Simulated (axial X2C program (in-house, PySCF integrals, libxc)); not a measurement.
# Potential curves of BC⁺, two-component

Calculated with an axial X2C code built on PySCF integrals. Two-component (2c) means X2C with spin–orbit coupling and atomic mean-field two-electron Coulomb and Gaunt terms. Basis: C dyall-v3z [7s6p2d1f], B dyall-v3z [7s6p2d1f] (cores contracted in-house); Gaussian nuclei, density fitting, unrestricted open shells. Masses: C 12.000 u, B 11.009 u.

State: Ω = 2 (⟨Sz⟩ = 2.00, ⟨Lz⟩ = 0.00 at PBE0). Energies in eV from the lowest point of each curve. Fits are polynomials in 1 − R0/R over 0.85 to 1.23 times the lowest point R0.

```tsv
R (Å)	PBE0
1.2467	1.0124
1.3040	0.4327
1.3470	0.1753
1.3900	0.0387
1.4330	0.0000
1.4832	0.0533
1.5333	0.1890
1.5978	0.4538
1.6766	0.8712
1.7913	1.5814
```

Density functionals use the spin component along the axis (collinear). The spin of this state cannot come from the lowest atoms; the curve heads to a higher limit, and no De is given. The state is one determinant with fixed occupations, lowest in a PBE0 search at one distance only: followed along the bond, the 2c determinant Ω = 1 reaches 0.06 eV lower at PBE0, at Re = 1.479 Å, so the state shown is not the lowest. With several unpaired electrons one determinant need not be a pure state. A state of lower Ω lies just above, and one determinant can place such states too high, so the state shown need not be the lowest. The search has Ω = 1 only 0.02 eV up. Open-shell Ω = 0 determinants with evenly filled partner blocks cannot be reached by this program, so the Ω shown need not be the lowest component.

**Question.** What are Re and ωe at the PBE0 level?

**Answer.** At PBE0, 2c: Re = 1.431 Å, ωe ≈ 1430 cm⁻¹; Be follows as 1.43 cm⁻¹.
